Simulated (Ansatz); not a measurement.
# CH4AlMg: the cost of one run

All numbers below are computed with Ansatz 0.2.0 (RKS PBE0-D4/def2-TZVP).

## (1) The starting structure

Bond lengths: C1–Mg2 2.050 Å, Mg2–Al3 2.836 Å, C1–H4 1.130 Å, C1–H5 1.129 Å, Al3–H6 1.701 Å, Al3–H7 1.702 Å. Angles: C1–Mg2–Al3 133.9°, Mg2–C1–H4 105.3°, Mg2–C1–H5 107.9°, H4–C1–H5 102.1°, Mg2–Al3–H6 130.9°, Mg2–Al3–H7 133.4°, H6–Al3–H7 88.1°.

Structure file:

```xyz
7

C    -2.1770    0.0820   -0.9892
Mg   -0.4020   -0.6969   -0.3224
Al    1.8420    0.3968    1.0233
H    -2.1599   -0.0565   -2.1110
H    -3.0029   -0.6217   -0.6773
H     3.4283    0.6916    0.4837
H     2.4715    0.2048    2.5930
```

## (2) Relaxing end A

input.yaml

```yaml
crystal:
  periodic: [false, false, false]
  atoms:
    - { symbol: C, position_ang: [-2.17704, 0.08199, -0.9892] }
    - { symbol: Mg, position_ang: [-0.40196, -0.69691, -0.32243] }
    - { symbol: Al, position_ang: [1.84201, 0.39676, 1.02328] }
    - { symbol: H, position_ang: [-2.15991, -0.05653, -2.11103] }
    - { symbol: H, position_ang: [-3.0029, -0.6217, -0.67731] }
    - { symbol: H, position_ang: [3.42829, 0.69159, 0.48371] }
    - { symbol: H, position_ang: [2.47151, 0.2048, 2.59297] }
total_charge: -1
basis:
  gaussian: { orbitals: def2-TZVP }
hamiltonian:
  xc: pbe0
  dispersion: d4
relax:
  f_tol: 0.015
  max_steps: 40
```

Run with:

```console
$ ansatz run input.yaml --threads 2 --pin off --max-ram 3072MiB --backend cpu --events-out ev --progress --plain --runs-dir out
```

**Question.** How long does this run take on 2 threads of Arm Neoverse N1, shared host, and how much memory does it need?

About 34 s, with a peak of 0.22 GiB.
